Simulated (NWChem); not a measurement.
System: CS; SMILES [C-]#[S+]

The following NWChem deck was run.

```
start job
memory heap 200 mb stack 900 mb global 1100 mb
geometry units angstroms noautosym nocenter noautoz
  C      0.000000     0.000000    -1.110357
  S      0.000000     0.000000     0.418932
end
basis spherical
  * library def2-svp
end
dft
  xc xpbe96 cpbe96
  iterations 150
end
tddft
  nroots 6
  notriplet
end
task tddft energy
```

Parts of the log:

```
             Northwest Computational Chemistry Package (NWChem) 7.3.0
             --------------------------------------------------------

                             Geometry "geometry" -> ""
                             -------------------------

 Output coordinates in angstroms (scale by  1.889725989 to convert to a.u.)

  No.       Tag          Charge          X              Y              Z
 ---- ---------------- ---------- -------------- -------------- --------------
    1 C                    6.0000     0.00000000     0.00000000    -1.11035700
    2 S                   16.0000     0.00000000     0.00000000     0.41893200

 Effective nuclear repulsion energy (a.u.)      33.2187153010

  pbe96 is a nonlocal functional; adding pw91lda local functional.

                                 NWChem DFT Module
                                 -----------------

 Summary of "ao basis" -> "ao basis" (spherical)
 ------------------------------------------------------------------------------
       Tag                 Description            Shells   Functions and Types
 ---------------- ------------------------------  ------  ---------------------
 C                          def2-svp                 6       14   3s2p1d
 S                          def2-svp                 8       18   4s3p1d

            General Information
            -------------------
          SCF calculation type: DFT
          Wavefunction type:  closed shell.
          No. of atoms     :     2
          No. of electrons :    22
           Alpha electrons :    11
            Beta electrons :    11
          Charge           :     0
          Spin multiplicity:     1
          Use of symmetry is: off; symmetry adaption is: off
          Maximum number of iterations: 150
          AO basis - number of functions:    32
                     number of shells:    14
          Convergence on energy requested:  1.00D-06
          Convergence on density requested:  1.00D-05
          Convergence on gradient requested:  5.00D-04

              XC Information
              --------------
          PerdewBurkeErnzerhof Exchange Functional  1.000
            Perdew 1991 LDA Correlation Functional  1.000 local
           PerdewBurkeErnz. Correlation Functional  1.000 non-local

             Grid Information
             ----------------
          Grid used for XC integration:  medium
          Radial quadrature: Mura-Knowles
          Angular quadrature: Lebedev.
          Tag              B.-S. Rad. Rad. Pts. Rad. Cut. Ang. Pts.
          ---              ---------- --------- --------- ---------
          C                   0.70       49           7.0       434
          S                   1.00       88           7.0       590
          Grid pruning is: on
          Number of quadrature shells:   137
          Spatial weights used:  Erf1

      Superposition of Atomic Density Guess
      -------------------------------------

 Sum of atomic energies:        -434.97212898

      Non-variational initial energy
      ------------------------------

 Total energy =    -435.307565
 1-e energy   =    -665.576875
 2-e energy   =     197.050595
 HOMO         =      -0.300104
 LUMO         =      -0.024469

   convergence    iter        energy       DeltaE   RMS-Dens  Diis-err
 ---------------- ----- ----------------- --------- --------- ---------
 d= 0,ls=0.0,diis     1   -435.8128441296 -4.69D+02  2.38D-02  2.30D-01
 d= 0,ls=0.0,diis     2   -435.6957015965  1.17D-01  2.70D-02  1.01D+00
 d= 0,ls=0.0,diis     3   -435.8094489274 -1.14D-01  1.20D-02  1.78D-01
 d= 0,ls=0.0,diis     4   -435.8371419202 -2.77D-02  1.92D-03  5.38D-03
 d= 0,ls=0.0,diis     5   -435.8379042464 -7.62D-04  3.27D-04  2.49D-04
  Resetting Diis
 d= 0,ls=0.0,diis     6   -435.8379433199 -3.91D-05  5.02D-05  2.76D-06
 d= 0,ls=0.0,diis     7   -435.8379437065 -3.87D-07  1.44D-05  2.92D-08
 d= 0,ls=0.0,diis     8   -435.8379436580  4.84D-08  1.30D-05  3.44D-07
 d= 0,ls=0.0,diis     9   -435.8379437102 -5.21D-08  1.95D-06  3.16D-09

         Total DFT energy =     -435.837943710160
      One electron energy =     -665.900775005634
           Coulomb energy =      227.589863222488
    Exchange-Corr. energy =      -30.745747228026
 Nuclear repulsion energy =       33.218715301013

 Numeric. integr. density =       22.000001010253

                       DFT Final Molecular Orbital Analysis
                       ------------------------------------

[...]

                                NWChem TDDFT Module
                                -------------------

            General Information
            -------------------
           No. of orbitals :      64
            Alpha orbitals :      32
             Beta orbitals :      32
        Alpha frozen cores :       0
         Beta frozen cores :       0
     Alpha frozen virtuals :       0
      Beta frozen virtuals :       0
         Spin multiplicity :       1
    Number of AO functions :      32
        Use of symmetry is : off
      Symmetry adaption is : off
         Schwarz screening :  0.10D-07

              XC Information
              --------------
   PerdewBurkeErnzerhof Exchange Functional   1.00
     Perdew 1991 LDA Correlation Functional   1.00 local
    PerdewBurkeErnz. Correlation Functional   1.00 non-local

             TDDFT Information
             -----------------
          Calculation type : TDDFT
         Wavefunction type : Restricted singlets
          No. of electrons :      22
           Alpha electrons :      11
            Beta electrons :      11
              No. of roots :       6
          Max subspacesize :    5200
            Max iterations :     100
               Target root :       1
           Target symmetry : none
      Symmetry restriction : off
                 Algorithm : Optimal
        Davidson threshold :  0.10D-03

    6 smallest eigenvalue differences (eV)
--------------------------------------------------------
  No. Spin  Occ  Vir  Irrep   E(Occ)    E(Vir)   E(Diff)
--------------------------------------------------------
    1    1   11   12 a        -0.264    -0.115     4.049
    2    1   11   13 a        -0.264    -0.115     4.049
    3    1   10   12 a        -0.327    -0.115     5.763
    4    1   10   13 a        -0.327    -0.115     5.763
    5    1    9   12 a        -0.327    -0.115     5.763
    6    1    9   13 a        -0.327    -0.115     5.763
--------------------------------------------------------

  Entering Davidson iterations
  Restricted singlet excited states

  Iter   NTrls   NConv    DeltaV     DeltaE      Time
  ----  ------  ------  ---------  ---------  ---------
    1      6       1     0.44E+00   0.10+100        0.2
    2     11       1     0.47E+00   0.83E-02        0.2
    3     21       1     0.12E+00   0.97E-01        0.3
    4     31       3     0.27E-01   0.50E-02        0.3
    5     37       3     0.93E-02   0.20E-03        0.2
    6     43       5     0.21E-02   0.14E-04        0.2
    7     45       5     0.45E-03   0.98E-06        0.1
    8     47       6     0.60E-04   0.41E-07        0.1
  ----  ------  ------  ---------  ---------  ---------
  Convergence criterion met

  Ground state a        -435.837943710160 a.u.

  ----------------------------------------------------------------------------
  Root   1 singlet a              0.180279359 a.u.                4.9057 eV
  ----------------------------------------------------------------------------
     Transition Moments    X  0.21753   Y -0.23136   Z  0.00000
     Dipole Oscillator Strength                    0.0121200947
     Electric Quadrupole                           0.0000001337
     Magnetic Dipole                               0.0000047455
     Total Oscillator Strength                     0.0121249739

     Occ.    8  a   ---  Virt.   12  a   -0.08003 X
     Occ.   11  a   ---  Virt.   12  a   -1.00057 X
     Occ.   11  a   ---  Virt.   12  a    0.09569 Y
  ----------------------------------------------------------------------------
  Root   2 singlet a              0.180279362 a.u.                4.9057 eV
  ----------------------------------------------------------------------------
     Transition Moments    X -0.23136   Y -0.21753   Z  0.00000
     Dipole Oscillator Strength                    0.0121200945
     Electric Quadrupole                           0.0000001337
     Magnetic Dipole                               0.0000047455
     Total Oscillator Strength                     0.0121249736

     Occ.    8  a   ---  Virt.   13  a    0.08003 X
     Occ.   11  a   ---  Virt.   13  a    1.00057 X
     Occ.   11  a   ---  Virt.   13  a   -0.09569 Y
  ----------------------------------------------------------------------------
  Root   3 singlet a              0.211798526 a.u.                5.7633 eV
  ----------------------------------------------------------------------------
     Transition Moments    X  0.00000   Y  0.00000   Z  0.00000
     Dipole Oscillator Strength                    0.0000000000
     Electric Quadrupole                           0.0000000000
     Magnetic Dipole                               0.0000000000
     Total Oscillator Strength                     0.0000000000

     Occ.    9  a   ---  Virt.   13  a   -0.70705 X
     Occ.   10  a   ---  Virt.   12  a    0.70706 X
  ----------------------------------------------------------------------------
  Root   4 singlet a              0.224273029 a.u.                6.1028 eV
  ----------------------------------------------------------------------------
     Transition Moments    X -0.00000   Y -0.00000   Z  0.00000
     Dipole Oscillator Strength                    0.0000000000
     Electric Quadrupole                           0.0000000020
     Magnetic Dipole                               0.0000000000
     Total Oscillator Strength                     0.0000000020

[...]
```

Level: PBE/def2-SVP, full TDDFT. Geometry: optimised at PBE0-D3(BJ)/def2-TZVP.
